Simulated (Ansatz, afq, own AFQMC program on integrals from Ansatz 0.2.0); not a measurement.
Two steps: Ansatz 0.2.0 writes the Fock matrix and Cholesky factors of the valence space, and afq projects on them the lowest state that overlaps trial and start.

```yaml
crystal:
  periodic: [false, false, false]
  atoms:
    - {symbol: Si, position_ang: [-1.649257, 0.976993, 0.542631]}
    - {symbol: Si, position_ang: [-0.638914, -0.794856, 1.711418]}
    - {symbol: Ge, position_ang: [1.613254, -0.774791, 0.891133]}
    - {symbol: Si, position_ang: [1.433702, -0.120407, -1.414535]}
    - {symbol: Ge, position_ang: [-0.803528, 0.715897, -1.685166]}
    - {symbol: H, position_ang: [-3.143792, 0.962022, 0.601232]}
    - {symbol: H, position_ang: [-1.154404, 2.275255, 1.102685]}
    - {symbol: H, position_ang: [-1.292897, -2.080944, 1.308541]}
    - {symbol: H, position_ang: [-0.716544, -0.656485, 3.198734]}
    - {symbol: H, position_ang: [2.425071, 0.287302, 1.661655]}
    - {symbol: H, position_ang: [2.317455, -2.134882, 1.060288]}
    - {symbol: H, position_ang: [1.667813, -1.291179, -2.316233]}
    - {symbol: H, position_ang: [2.438850, 0.938961, -1.739960]}
    - {symbol: H, position_ang: [-1.653874, -0.332373, -2.432650]}
    - {symbol: H, position_ang: [-0.842936, 2.029477, -2.489762]}
basis:
  gaussian: {orbitals: def2-SVP}
total_charge: 1
magnetization: {spin_polarized: true, initial_magnetization: 1}
correlation: {method: ccsd_t, electrons: outside_noble_gas, hamiltonian_folder: ham}
```

```sh
$ ansatz run in.yaml --threads 1 --pin off --events-out ev --progress --plain --max-ram 24576MiB --backend cuda --devices 0, --max-vram 18GiB
```

Options of the walk:

```
--method phaseless --trial cisd --walkers 500 --populations 10 --least-time 60 --time-step 0.005 --steps-per-block 50 --equilibration-blocks 28 --max-blocks 4000 --target-error 0.00032 --factor-cut 1e-05 --start spin_pure --seed 6018 --release-times 0.21,0.42,0.63,0.9 --release-step 0.03 --release-every 5 --taylor-order 6
```

Times are imaginary, in 1/Eh. The walk had a cap of 359 s. With eight or more populations the least sampling time is a fifth of least-time, and the error comes from their spread. Filled inner d shells are frozen with the cores.

Output of the walk:

```
orbitals 125  electrons 15 14  factors 1116 of 1649
reference energy -5022.23737503 Eh
CCSD correlation -0.57014129 Eh in 25 cycles, weight of the determinant in the CISD state 0.6961
energy of the start -5022.804831 Eh
 block  time / (1/Eh)  mean weight  energy / Eh
     1     0.250  0.9991  -5022.775369
     2     0.500  0.9986  -5022.778696
     3     0.750  0.9994  -5022.788798
     4     1.000  0.9986  -5022.798015
     5     1.250  1.0007  -5022.805163
    10     2.500  0.9998  -5022.819656
    29     7.250  0.9998  -5022.830335
    41    10.250  0.9995  -5022.823265
    49    12.250  0.9987  -5022.832339
    69    17.250  0.9989  -5022.827869
    89    22.250  1.0001  -5022.830935
    97    24.250  1.0008  -5022.835748
   109    27.250  0.9989  -5022.831332
   129    32.250  0.9988  -5022.830346
   149    37.250  0.9989  -5022.832314
   169    42.250  1.0016  -5022.832615
error from the spread of 10 populations
released: time / (1/Eh)  energy / Eh  error  mean overlap
  0.21  -5022.830516  0.000790  0.9977
  0.42  -5022.830965  0.000683  0.9981
  0.63  -5022.832864  0.000967  0.9812
  0.90  -5022.833419  0.000858  0.9747
energy -5022.829570 +/- 0.000466 Eh
(rows thinned)
```

The run passed its tests (sampling time, drift between the halves within three errors, error under three times the target), which doesn't prove that it has relaxed, ending at its cap on processor time.

Against this walk (error 12.7 meV) on the same determinant: CCSD(T) 35.6 meV higher. The error is statistical and leaves out the bias of the constraint. None of these is a sure reference here. The released energies are still falling (meV from the phaseless value at times in 1/Eh: -26 ± 21 at 0.21, -38 ± 19 at 0.42, -90 ± 26 at 0.63, -105 ± 23 at 0.90), so they give no level; they do show a bias of the constraint, and the last of them that isn't too noisy lies 140 meV below CCSD(T).

Cautions: constraint bias not in the error; error above the target (12.7 against 8.7 meV); no relativity below Rb; no spin-orbit coupling; inner d shell frozen; the search met a lower determinant of the same kind, perhaps of another symmetry (35 meV lower), and this one is a saddle point.

The walk took 6 min on 1 × NVIDIA H100 80GB HBM3 with 2 threads of AMD EPYC 7R13 Processor (Zen 3), on a shared host (the card was shared). The log's last line is the phaseless energy.
